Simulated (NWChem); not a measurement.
System: sulfur dioxide (SO$_{2}$); SMILES O=S=O

Input file for NWChem:

```
start job
memory heap 200 mb stack 900 mb global 1100 mb
geometry units angstroms noautoz
  O      1.250381     0.000000     0.373591
  S      0.000000     0.000000    -0.369092
  O     -1.250381     0.000000     0.373591
end
basis spherical
  O library aug-cc-pvtz
  S library aug-cc-pvtz
end
dft
  xc hfexch
  iterations 150
  mulliken
end
task dft gradient
```

NWChem printed, in part:

```
             Northwest Computational Chemistry Package (NWChem) 7.3.0
             --------------------------------------------------------

 C2V symmetry detected

                             Geometry "geometry" -> ""
                             -------------------------

 Output coordinates in angstroms (scale by  1.889725989 to convert to a.u.)

  No.       Tag          Charge          X              Y              Z
 ---- ---------------- ---------- -------------- -------------- --------------
    1 O                    8.0000     1.25038100     0.00000000     0.37134150
    2 S                   16.0000     0.00000000     0.00000000    -0.37134150
    3 O                    8.0000    -1.25038100     0.00000000     0.37134150

 Effective nuclear repulsion energy (a.u.)     106.6927956085

      Symmetry information
      --------------------

 Group name             C2v
 Group number             16
 Group order               4
 No. of unique centers     2

  xc_inp: hfexch multiplicative factor not found.

                                 NWChem DFT Module
                                 -----------------

 Summary of "ao basis" -> "ao basis" (spherical)
 ------------------------------------------------------------------------------
       Tag                 Description            Shells   Functions and Types
 ---------------- ------------------------------  ------  ---------------------
 O                        aug-cc-pvtz               14       46   5s4p3d2f
 S                        aug-cc-pvtz               16       50   6s5p3d2f

      Symmetry analysis of basis
      --------------------------

        a1         51
        a2         21
        b1         42
        b2         28

            General Information
            -------------------
          SCF calculation type: DFT
          Wavefunction type:  closed shell.
          No. of atoms     :     3
          No. of electrons :    32
           Alpha electrons :    16
            Beta electrons :    16
          Charge           :     0
          Spin multiplicity:     1
          Use of symmetry is: on ; symmetry adaption is: on
          Maximum number of iterations: 150
          AO basis - number of functions:   142
                     number of shells:    44
          Convergence on energy requested:  1.00D-06
          Convergence on density requested:  1.00D-05
          Convergence on gradient requested:  5.00D-04

              XC Information
              --------------
                     Hartree-Fock (Exact) Exchange  1.000

      Superposition of Atomic Density Guess
      -------------------------------------

 Sum of atomic energies:        -547.04960943

      Non-variational initial energy
      ------------------------------

 Total energy =    -547.861219
 1-e energy   =    -967.898710
 2-e energy   =     313.344696
 HOMO         =      -0.337515
 LUMO         =      -0.118945

      Symmetry analysis of molecular orbitals - initial
      -------------------------------------------------

  Numbering of irreducible representations:

     1 a1          2 a2          3 b1          4 b2

  Orbital symmetries:

     1 a1          2 b1          3 a1          4 a1          5 b1
     6 a1          7 b2          8 a1          9 b1         10 a1
    11 b1         12 b2         13 a1         14 a2         15 b1
    16 a1         17 b2         18 a1         19 b1         20 a1
    21 b2         22 a1         23 b1         24 a1         25 a2
    26 b1

     ---------------------------------------------
      Total Density - Mulliken Population Analysis
     ---------------------------------------------

    Atom       Charge   Shell Charges
 -----------   ------   -------------------------------------------------------
    1 O    8     8.82   1.95  1.06  0.25  0.61  0.03  1.31  2.27  1.26  0.04  0.00  0.02  0.02  0.00  0.00
    2 S   16    14.35   2.00  1.89  1.06  0.18  0.62  0.06  5.80  1.48  0.63  0.29  0.00  0.16  0.15 -0.02  0.05 -0.02
    3 O    8     8.82   1.95  1.06  0.25  0.61  0.03  1.31  2.27  1.26  0.04  0.00  0.02  0.02  0.00  0.00

   convergence    iter        energy       DeltaE   RMS-Dens  Diis-err
 ---------------- ----- ----------------- --------- --------- ---------
 d= 0,ls=0.0,diis     1   -547.1781043303 -6.54D+02  4.86D-03  1.02D+00
 d= 0,ls=0.0,diis     2   -547.2316582915 -5.36D-02  1.80D-03  6.23D-01
 d= 0,ls=0.0,diis     3   -547.2861844366 -5.45D-02  3.72D-04  6.85D-03
 d= 0,ls=0.0,diis     4   -547.2870986145 -9.14D-04  1.36D-04  5.28D-04
 d= 0,ls=0.0,diis     5   -547.2872214046 -1.23D-04  2.89D-05  2.55D-05
  Resetting Diis
 d= 0,ls=0.0,diis     6   -547.2872309780 -9.57D-06  1.29D-05  3.35D-06
 d= 0,ls=0.0,diis     7   -547.2872324229 -1.44D-06  2.49D-06  2.59D-07
 d= 0,ls=0.0,diis     8   -547.2872324950 -7.22D-08  1.31D-06  6.21D-08

         Total DFT energy =     -547.287232495045
      One electron energy =     -966.902155895579
           Coulomb energy =      354.397515191875
    Exchange-Corr. energy =      -41.475387399870
 Nuclear repulsion energy =      106.692795608529

 Numeric. integr. density =        0.000000000000

                  Occupations of the irreducible representations
                  ----------------------------------------------

                     irrep           alpha         beta
                     --------     --------     --------
                     a1                8.0          8.0
                     a2                1.0          1.0
                     b1                5.0          5.0
                     b2                2.0          2.0

                       DFT Final Molecular Orbital Analysis
                       ------------------------------------

 Vector   14  Occ=2.000000D+00  E=-5.420427D-01  Symmetry=b1
              MO Center= -2.0D-14, -6.0D-16,  2.7D-01, r^2= 2.2D+00
   Bfn.  Coefficient  Atom+Function         Bfn.  Coefficient  Atom+Function
  ----- ------------  ---------------      ----- ------------  ---------------
     9      0.237975  1 O  px               105      0.237975  3 O  px
    11     -0.219556  1 O  pz               107      0.219556  3 O  pz
    14     -0.191126  1 O  pz               110      0.191126  3 O  pz
     6      0.188313  1 O  px               102      0.188313  3 O  px
     8     -0.169746  1 O  pz               104      0.169746  3 O  pz

 Vector   15  Occ=2.000000D+00  E=-5.167262D-01  Symmetry=a2
              MO Center=  2.7D-14, -9.3D-17,  2.9D-01, r^2= 2.1D+00
   Bfn.  Coefficient  Atom+Function         Bfn.  Coefficient  Atom+Function
  ----- ------------  ---------------      ----- ------------  ---------------
    10      0.305616  1 O  py               106     -0.305616  3 O  py
    13      0.251151  1 O  py               109     -0.251151  3 O  py
     7      0.234539  1 O  py               103     -0.234539  3 O  py
    73      0.089778  2 S  d -2              68      0.081513  2 S  d -2
    16      0.031483  1 O  py               112     -0.031483  3 O  py

 Vector   16  Occ=2.000000D+00  E=-4.977616D-01  Symmetry=a1
              MO Center=  2.3D-14,  8.4D-16, -1.1D-01, r^2= 2.1D+00
   Bfn.  Coefficient  Atom+Function         Bfn.  Coefficient  Atom+Function
  ----- ------------  ---------------      ----- ------------  ---------------
    58      0.312100  2 S  pz                11     -0.264447  1 O  pz
   107     -0.264447  3 O  pz                51     -0.239809  2 S  s
     8     -0.207764  1 O  pz               104     -0.207764  3 O  pz
    14     -0.197706  1 O  pz               110     -0.197706  3 O  pz
    49     -0.192750  2 S  s                 64      0.156519  2 S  pz

 Vector   17  Occ=0.000000D+00  E=-2.099822D-03  Symmetry=b2
              MO Center=  1.0D-14, -6.2D-17, -3.8D-01, r^2= 2.9D+00
   Bfn.  Coefficient  Atom+Function         Bfn.  Coefficient  Atom+Function
  ----- ------------  ---------------      ----- ------------  ---------------
    63      0.546935  2 S  py                66      0.450219  2 S  py
    57      0.437409  2 S  py                16     -0.262731  1 O  py
   112     -0.262731  3 O  py                13     -0.252439  1 O  py
   109     -0.252439  3 O  py                10     -0.209535  1 O  py
   106     -0.209535  3 O  py                 7     -0.162034  1 O  py

 Vector   18  Occ=0.000000D+00  E= 6.611853D-02  Symmetry=a1
              MO Center=  1.4D-12,  1.6D-14, -2.6D+00, r^2= 6.9D+00
   Bfn.  Coefficient  Atom+Function         Bfn.  Coefficient  Atom+Function
  ----- ------------  ---------------      ----- ------------  ---------------
    52      2.903108  2 S  s                  5     -1.362991  1 O  s
   101     -1.362991  3 O  s                 67     -1.297737  2 S  pz
    51      1.036232  2 S  s                 64      0.797240  2 S  pz
    17      0.690287  1 O  pz               113      0.690287  3 O  pz
     4     -0.452213  1 O  s                100     -0.452213  3 O  s

 Vector   19  Occ=0.000000D+00  E= 7.138480D-02  Symmetry=b1
              MO Center= -1.4D-12,  2.2D-16, -7.7D-01, r^2= 1.6D+01
   Bfn.  Coefficient  Atom+Function         Bfn.  Coefficient  Atom+Function
  ----- ------------  ---------------      ----- ------------  ---------------
     5      2.633381  1 O  s                101     -2.633381  3 O  s
    65     -2.186794  2 S  px                62     -1.537042  2 S  px
    81      0.508963  2 S  d  1               4      0.498443  1 O  s
   100     -0.498443  3 O  s                 17     -0.362696  1 O  pz
   113      0.362696  3 O  pz                12     -0.274139  1 O  px

     ---------------------------------------------
      Total Density - Mulliken Population Analysis
     ---------------------------------------------

    Atom       Charge   Shell Charges
 -----------   ------   -------------------------------------------------------
    1 O    8     8.61   1.95  1.04  0.24  0.62  0.05  1.21  2.13  1.25  0.04  0.00  0.03  0.03  0.00  0.00
    2 S   16    14.79   2.00  1.90  1.11  0.20  0.50  0.01  5.81  1.73  0.73  0.18 -0.01  0.33  0.25 -0.00  0.07 -0.01
    3 O    8     8.61   1.95  1.04  0.24  0.62  0.05  1.21  2.13  1.25  0.04  0.00  0.03  0.03  0.00  0.00

     -------------------------------------------
      Total Density - Lowdin Population Analysis
     -------------------------------------------

    Atom       Charge   Shell Charges
 -----------   ------   -------------------------------------------------------
    1 O    8     8.23   1.59  0.82  0.49  0.41  0.14  1.19  1.98  1.09  0.18  0.00  0.05  0.21  0.00  0.07
    2 S   16    15.54   1.98  1.28  0.82  0.47  0.33  0.14  4.98  1.66  1.16  0.59  0.06  0.79  0.25  0.40  0.16  0.46
    3 O    8     8.23   1.59  0.82  0.49  0.41  0.14  1.19  1.98  1.09  0.18  0.00  0.05  0.21  0.00  0.07

     Multipole analysis of the density
     ---------------------------------

     L   x y z        total         alpha         beta         nuclear
     -   - - -        -----         -----         ----         -------
     0   0 0 0     -0.000000    -16.000000    -16.000000     32.000000

     1   1 0 0     -0.000000     -0.000000     -0.000000      0.000000
     1   0 1 0      0.000000      0.000000      0.000000      0.000000
     1   0 0 1     -0.850893     -0.425447     -0.425447      0.000000

     2   2 0 0    -20.828000    -55.079520    -55.079520     89.331039
     2   1 1 0      0.000000      0.000000      0.000000      0.000000
     2   1 0 1      0.000000      0.000000      0.000000      0.000000
     2   0 2 0    -15.468898     -7.734449     -7.734449      0.000000
     2   0 1 1      0.000000      0.000000      0.000000      0.000000
     2   0 0 2    -17.027190    -16.392477    -16.392477     15.757765

            General Information
            -------------------
          SCF calculation type: DFT
          Wavefunction type:  closed shell.
          No. of atoms     :     3
          No. of electrons :    32
           Alpha electrons :    16
            Beta electrons :    16
          Charge           :     0
          Spin multiplicity:     1
          Use of symmetry is: on ; symmetry adaption is: on
          Maximum number of iterations: 150
          AO basis - number of functions:   142
                     number of shells:    44
          Convergence on energy requested:  1.00D-06
          Convergence on density requested:  1.00D-05
          Convergence on gradient requested:  5.00D-04

              XC Information
              --------------
                     Hartree-Fock (Exact) Exchange  1.000

          Convergence Information
          -----------------------
          Convergence aids based upon iterative change in
          total energy or number of iterations.
          Levelshifting, if invoked, occurs when the
          HOMO/LUMO gap drops below (HL_TOL):  1.00D-02
          DIIS, if invoked, will attempt to extrapolate
          using up to (NFOCK): 10 stored Fock matrices.

                    Damping( 0%)  Levelshifting(0.5)       DIIS
                  --------------- ------------------- ---------------
          dE  on:    start            ASAP                start
          dE off:    2 iters        150 iters           150 iters

                            NWChem DFT Gradient Module
                            --------------------------

  charge          =   0.00
  wavefunction    = closed shell

  Using symmetry

                         DFT ENERGY GRADIENTS

    atom               coordinates                        gradient
                 x          y          z           x          y          z
   1 O       2.362877   0.000000   0.701734    0.064091   0.000000   0.033829
   2 S       0.000000   0.000000  -0.701734    0.000000   0.000000  -0.067658
   3 O      -2.362877   0.000000   0.701734   -0.064091   0.000000   0.033829
```

Level: Hartree-Fock/aug-cc-pVTZ. Geometry: optimised at PBE0/def2-SVP.
